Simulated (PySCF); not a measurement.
Species: acrylonitrile, C3H3N.
SMILES: `C=CC#N`

Linear response at PBE0/aug-cc-pVTZ (PySCF, frozen core in the response, non-relativistic). Isolated species at its PBE0-D3(BJ)/def2-TZVP geometry, gas phase.

Static isotropic polarisability: 42.42 au (6.29 Å³), principal values 28.6, 36.0, 62.7 au.

**Question.** What is the polarisability at 1064 nm and at the sodium D line?

**Answer.** 42.91 au at 1064 nm (+1.1 %), 44.09 au at 589.3 nm (+3.9 %). The rise at 589.3 nm is 3.43 times that at 1064 nm; a pure ω² law gives 3.26. The lowest singlet lies at 199 nm, shorter than both wavelengths.

**Question.** What is the isotropic C6 coefficient between two such molecules, C6 = (3/π)∫α(iω)² dω?

**Answer.** 683 au (Eh·bohr⁶) by a ten-point quadrature over imaginary frequencies, which is 408 eV·Å⁶ or 39.4 J·nm⁶/mol.

**Question.** Which effective excitation energy ω̄ makes London's formula C6 = (3/4)α²ω̄ exact here?

**Answer.** ω̄ = 4·C6/(3α²) = 0.506 Eh = 13.8 eV. A one-pole form α(ω) = α/(1 − ω²/ω̄²) fitted to the 1064 nm value gives 10.9 eV.

**Question.** How many electrons N does the Slater–Kirkwood formula C6 = (3/4)·√N·α^(3/2) need to give this C6?

**Answer.** N = (4·C6/3)²/α³ = 10.9; the species has 28 electrons in all.

**Question.** How anisotropic is the static polarisability, by Δα² = ½[(α1 − α2)² + (α2 − α3)² + (α3 − α1)²]?

**Answer.** Δα = 31.1 au, or 0.73 of the isotropic value.

**Question.** What three-body coefficient follows from the one-pole estimate C9 = (3/4)·α·C6?

**Answer.** 21700 au. This is an estimate from the two numbers above, not a computed integral.

**Question.** What does −C6/R⁶ come to at R = 8 Å between centres?

**Answer.** -150 J/mol. This is the leading, orientation-averaged term; C8 and higher terms are left out.

**Question.** The lowest 10 singlets have (eV, f): 6.22, 0.000; 6.30, 0.306; 6.88, 0.008; 7.28, 0.009; 7.63, 0.007; 7.85, 0.001; 8.07, 0.007; 8.14, 0.173; 8.23, 0.002; 8.59, 0.035. What share of the static polarisability do they carry in the sum over states α = Σ f/ω²?

**Answer.** 8.46 au, 19.9 % of α; the largest term, 5.71 au, is that of the state at 6.30 eV. Their oscillator strengths add up to 0.55. Higher states carry the rest.

**Question.** What molar refraction at the D line follows from R = (4π/3)·N_A·α′, with α′ the polarisability volume?

**Answer.** α′ = 6.53 Å³ gives R = 16.48 cm³/mol, for isolated, non-vibrating species.
